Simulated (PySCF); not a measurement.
Gas-phase reaction: 2 BHCl₂ + H₂BNH₂ ⇌ BCl₂NH₂ + 2 BH₂Cl

Energies from PySCF (xtb for GFN2), thermal terms from the rigid-rotor harmonic-oscillator model, ideal gas at 1 bar. † marks an energy on the PBE0/def2-TZVP geometry and frequencies; other levels use their own. MP2 and CCSD(T) freeze the core. 6-31G* has spherical d functions here. All species are closed-shell singlets. H₂BNH₂, BCl₂NH₂, BH₂Cl: computed as isolated molecules; such fragments, hydroxides, amides, oligomers or adducts are transient or little studied in the gas. MP2 isn't extrapolated to the basis-set limit; its ΔH°(298 K) is 19.8 kJ in def2-SVP and 14.9 kJ in def2-TZVPP. CCSD(T) isn't extrapolated to the basis-set limit; its ΔH°(298 K) is 21.3 kJ in def2-SVP and 15.1 kJ in def2-TZVPP. The harmonic model lacks anharmonicity and excited electronic states, which grow with temperature; levels with a mode under 35 cm⁻¹ are left out. Internal rotation in BCl₂NH₂ is treated as a harmonic vibration of one conformer, which makes the entropy rough.

```csv
level,"ΔE electronic, kJ","ΔH°(298 K), kJ","ΔS°(298 K), J/K","ΔG°(1400 K), kJ"
CCSD(T)/def2-SVP†,24,21,-2,19
GFN2-xTB,-5,-7,-1,-8
HF/6-31G*,-1,-4,-2,-4
HF/def2-TZVP†,5,2,-2,0
M06-2X/def2-TZVP†,15,12,-2,10
MP2/def2-TZVPP†,18,15,-2,13
PBE/def2-SVP,31,28,-1,25
LDA/def2-TZVP†,30,27,-2,25
ωB97M-V/def2-TZVP†,19,15,-2,14
```
ΔH° is lowest at GFN2-xTB and highest at PBE/def2-SVP. No reference value is set beside these.
